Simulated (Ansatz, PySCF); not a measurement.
System (SMILES): C#CC.
Geometry (B3LYP-D3(BJ)/def2-TZVP, fixed):
```xyz
7

C     -0.0011    -0.0004     0.2181
C     -0.0068    -0.0029     1.4176
C      0.0060     0.0025    -1.2360
H     -0.0119    -0.0051     2.4795
H      0.0152     1.0232    -1.6237
H      0.8874    -0.5130    -1.6226
H     -0.8790    -0.5002    -1.6311
```

Near-linear dependence at HF/aug-pcseg-2 with PySCF (spherical functions, density fitting): canonical orthogonalisation drops combinations whose overlap eigenvalue lies under the threshold. The set has 230 functions.

| threshold | orbitals kept | energy minus last row (mEh) |
|---|---|---|
| 1e-3 | ___ | ___ |
| 1e-4 | ___ | ___ |
| 1e-5 | ___ | ___ |
| 1e-6 | 229 | 0.086 |
| 1e-7 | 230 | 0.000 |
| 1e-9 | 230 | 0.000 |

Problem. Fill in the missing entries.

Solution. 
- 1e-3, orbitals kept: 204
- 1e-3, energy minus last row (mEh): 0.878
- 1e-4, orbitals kept: 218
- 1e-4, energy minus last row (mEh): 0.378
- 1e-5, orbitals kept: 225
- 1e-5, energy minus last row (mEh): 0.199

The smallest overlap eigenvalue is 2.2e-07. Ansatz (a first-principles code) at its default drops 0 functions.
